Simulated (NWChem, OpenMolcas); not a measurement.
The same job for NWChem

This OpenMolcas 26.06 job computes Si2H3F (SMILES F[Si][SiH3]):

mol.inp:
```
&GATEWAY
BasLib=$CurrDir
Coord
6
angstrom
F        0.305600      -2.264910       1.255600
Si       1.182750      -1.160380       0.372400
Si      -0.176850       0.540110      -0.272780
H       -1.296890       0.179960      -1.156100
H        0.771310       1.376770      -1.009080
H       -0.785920       1.328460       0.809960
Basis=3-21G
Group=NoSym
&SEWARD
&SCF
UHF
Spin=3
Thresholds=1e-10 1e-07 1e-07 1e-05
PrOrbitals=1 2
&ALASKA
```

```bash
$ export MOLCAS_MEM=1860
$ pymolcas mol.inp > mol.log
```

(Basis files named in the input come from the Basis Set Exchange and aren't shown.)

The coordinates come from a GFN2-xTB relaxation.

It gives a total energy of -675.403548 Eh.

Question: Translate the job to NWChem 7.3.0 as an input file of the program's own.

Answer: This input was run:

test.xyz:
```
6

F      0.305600    -2.264910     1.255600
Si     1.182750    -1.160380     0.372400
Si    -0.176850     0.540110    -0.272780
H     -1.296890     0.179960    -1.156100
H      0.771310     1.376770    -1.009080
H     -0.785920     1.328460     0.809960
```

test.nw:
```
start test
memory stack 880 mb heap 220 mb global 1100 mb

geometry units angstroms noautosym nocenter noautoz
load test.xyz
end

basis spherical bse
F library 3-21G
Si library 3-21G
H library 3-21G
end

scf
triplet
uhf
thresh 1e-08
maxiter 80
print medium
end

task scf gradient
```

```bash
$ nwchem test.nw > test.out
```

Its energy is -675.403548 Eh, the same as the first but for the last digit, at most.
